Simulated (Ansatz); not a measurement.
Consider the formal hydrolysis of a B–Al bond: `O[BH][AlH2]` + H₂O → `OBO` + `[AlH3]`.

Program: Ansatz. Geometries: PBE0-D4/def2-TZVP. ΔE: electronic, gas phase. CBS: MP2 limit from def2 TZ/QZ plus the TZ coupled-cluster correction, frozen cores. This one scheme is used for every species. Functionals use def2-TZVPP. B3LYP here is the variant with VWN-RPA as its local correlation; programs differ in this. Each species was taken in one conformer, which may not be the lowest.

`O[BH][AlH2]`:

Z-matrix (Å, degrees):
```
B
Al 1 2.147
O 1 1.358 2 119.1
H 1 1.212 2 123.6 3 -180.0
H 2 1.595 1 121.6 3 91.6
H 2 1.595 1 121.6 3 -90.9
H 3 0.962 1 113.8 2 -180.0
```

H₂O:

Cartesian coordinates in Å:
```
O 0.143 0.362 -0.020
H 0.629 -0.463 -0.086
H -0.772 0.101 0.106
```

`OBO`:

Cartesian coordinates in Å:
```
O 0.379 -0.898 -0.496
B -0.135 0.306 -0.114
O -0.234 0.597 1.204
H 0.409 -1.011 -1.447
H -0.506 1.123 -0.908
H 0.088 -0.118 1.761
```

`[AlH3]`:

Z-matrix (Å, degrees):
```
Al
H 1 1.586
H 1 1.586 2 120.0
H 1 1.586 2 120.0 3 -179.9
```

Is it downhill or uphill in electronic energy at CCSD(T)/CBS, and by how much? (Estimate.)

Ansatz gave: Downhill: ΔE = -1.80 eV.

What do these levels give: ωB97X-V, ωB97M-V, PBE, r2SCAN, B3LYP, HF/def2-TZVPP, MP2/def2-TZVPP, SCS-MP2/def2-TZVPP, HF/def2-QZVPP, SCS-MP2/def2-QZVPP, HF/CBS(def2), MP2/CBS(def2)? (Best estimate.)

The calculation gave: ωB97X-V -1.86, ωB97M-V -1.90, PBE -1.74, r2SCAN -1.90, B3LYP -1.89, HF/def2-TZVPP -2.04, MP2/def2-TZVPP -1.91, SCS-MP2/def2-TZVPP -1.91, HF/def2-QZVPP -2.04, SCS-MP2/def2-QZVPP -1.89, HF/CBS(def2) -2.04, MP2/CBS(def2) -1.87 eV.

Largest T1 diagnostic among the species: 0.014.

In def2-TZVPP, CCSD(T) changes the Hartree–Fock value by +0.20 eV (the triples alone add +0.02 eV) and MP2 by +0.13 eV. From PBE to PBE0 (25 % exact exchange), in def2-TZVPP and without D4, ΔE moves by −0.05 eV.
